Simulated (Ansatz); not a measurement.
## Structure relaxation of Na4CoSi

Method: DFT PBE, scalar-relativistic, plane waves, PAW in Ansatz 0.2.0. Cutoff 420 eV, Γ-centred k mesh, Gaussian smearing, collinear spin, first started from parallel moments.

Na4CoSi was placed on the sites of a reported MgInCu4 cell (F-43m, No. 216), with Co in place of Mg, Si in place of In, Na in place of Cu, at a guessed volume.

```
Na Co Si
1.0
     0.00000    3.70581    3.70581
     3.70581    0.00000    3.70581
     3.70581    3.70581    0.00000
Na Co Si
4 1 1
Direct
  0.37500 0.87500 0.37500
  0.37500 0.37500 0.87500
  0.37500 0.37500 0.37500
  0.87500 0.37500 0.37500
  0.00000 0.00000 0.00000
  0.75000 0.75000 0.75000
```

Cell and atoms relax at zero pressure; the relaxation can't lower the symmetry of the start. After a coarse first stage the cell is made exact in the group found at 0.06 Å.

Formation energies are uncorrected and refer to the elements' standard structures at the same level.

Task: What does it relax into?

Result: It keeps F-43m (No. 216). Conventional cell: a = 8.114 Å. Na is coordinated by 6 Na at 2.86–2.87 Å, 3 Si at 3.36 Å and 3 Co at 3.36 Å; Co has 12 Na at 3.36 Å and 4 Si at 3.51 Å; Si has 12 Na at 3.36 Å and 4 Co at 3.51 Å.

```xyz
6
Lattice="0.0000 4.0569 4.0569 4.0569 0.0000 4.0569 4.0569 4.0569 0.0000" Properties=species:S:1:pos:R:3 pbc="T T T"
Na    5.0694    5.0694    3.0443
Na    5.0694    3.0443    5.0694
Na    3.0443    5.0694    5.0694
Na    3.0443    3.0443    3.0443
Co    0.0000    0.0000    0.0000
Si    6.0853    6.0853    6.0853
```

Task: What are its volume, energy, gap and moment?

Result: The volume per atom is 22.26 Å³. The density is 2.23 g/cm³ and the energy over the elements is 0.77 eV/atom. The gap on the 8×8×8 mesh is 0 eV (a metal). The net moment per atom is 0.33 μB. The largest site moment is 1.97 μB.

The final run used a 8×8×8 mesh on its 6-atom cell and 0.10 eV smearing. For metals, differences of a few meV/atom aren't resolved. A structure relaxed within its symmetry needn't be a true minimum. The steps took roughly 40 core-seconds in all.

Cost: 3 runs of about 0.73 core-minutes in all, on AMD EPYC 9R45 (Zen 5) (shared hosts).